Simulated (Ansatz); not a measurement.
HSi–BH⁺, quintet: reading a ladder of total energies

Geometry: that of the HSi–BH, quartet, kept fixed. The triplet lies 3.8 eV lower here.

| atom | x (Å) | y (Å) | z (Å) |
| --- | --- | --- | --- |
| Si | 0.0000 | -0.0471 | 0.5518 |
| B | 0.0000 | -0.0605 | -1.3633 |
| H | 0.0000 | 1.1711 | 1.4474 |
| H | 0.0000 | 0.7893 | -2.2001 |

Basis 6-31G; Ansatz 0.2.0. Only valence electrons are correlated (noble-gas cores frozen), which leaves 8 electrons in 20 orbitals. R marks a restricted (for open shells ROHF) determinant, U an unrestricted one.

Full CI is exact within this basis and frozen core; it isn't the basis-set limit. The frozen core follows each run's orbitals, which can shift R against U totals by a few meV.

Runs differ by some tens of microhartree through their thresholds and, for an open shell, their frozen cores, so steps under 0.1 kcal/mol mean nothing.

| level | total energy (hartree) |
| --- | --- |
| UHF | -314.173651 |
| UMP2 | -314.233150 |
| UCCSD | -314.260703 |
| UCCSD(T) | -314.263476 |
| UCCSDT | -314.264757 |
| UCCSDT(Q) | -314.264894 |
| UCCSDTQ | -314.264916 |
| full CI | -314.264905 |

What is the correlation energy at full CI, and what share of it do UMP2 and UCCSDT recover?

E(corr) = -314.264905 − (-314.173651) = -0.091254 hartree = -2.483 eV. UMP2: -0.059499 / -0.091254 = 65.20 %. UCCSDT: -0.091106 / -0.091254 = 99.84 %.

By how many kcal/mol does UCCSD(T) miss full CI (1 hartree = 627.509 kcal/mol), and which steps make up the rest?

-314.263476 − (-314.264905) = 0.001429 hartree = 0.90 kcal/mol. Steps: UCCSDT − UCCSD(T) = -0.80, UCCSDT(Q) − UCCSDT = -0.09, UCCSDTQ − UCCSDT(Q) = -0.01, full CI − UCCSDTQ = 0.01 kcal/mol. Differences between like states or geometries often cancel part of this.
